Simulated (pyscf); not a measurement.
Elementary routes open to `[AsH3]` + `[GeH2]` [singlet] in the gas phase (singlet surface):
A. `[GeH3][AsH2]` (As–H broken; As–Ge, Ge–H formed)
B. `[GeH2]=[AsH]` + `[H][H]` (As–H, As–H broken; As–Ge, H–H formed)

Single points on ωB97X-D3(BJ)/def2-SVP structures (PySCF, gas phase).

Q: Rank the routes by free-energy barrier at 1200 K, lowest first, for ωB97M-D3(BJ)/def2-TZVP energies (ideal gas, 1 atm, RRHO with modes under 100 cm⁻¹ raised to 100, one conformer, R ln 2 for chiral ones without a mode under 150 cm⁻¹).

A: A (187.5 kJ/mol), B (247.7 kJ/mol)

Route A is the fastest of these, ahead of the next by 60.2 kJ/mol. The most stable products are those of B (ΔG = -36.8 kJ/mol), whose barrier is 60.2 kJ/mol higher: the kinetic and the thermodynamic product differ. At 298 K A is still the fastest. A: On the reactant side the descent ends in an adduct with a As–Ge contact, 36.3 kJ/mol under the separated species and 36.5 kJ/mol under the saddle at ωB97X-D3(BJ)/def2-TZVP. B: On the reactant side the descent ends in an adduct with a As–Ge contact, 36.3 kJ/mol under the separated species and 114.4 kJ/mol under the saddle at ωB97X-D3(BJ)/def2-TZVP. Only these routes are compared; each barrier is that of the saddle found, and lower ones may exist. Elements up to Kr have no core potential and no relativistic terms here.
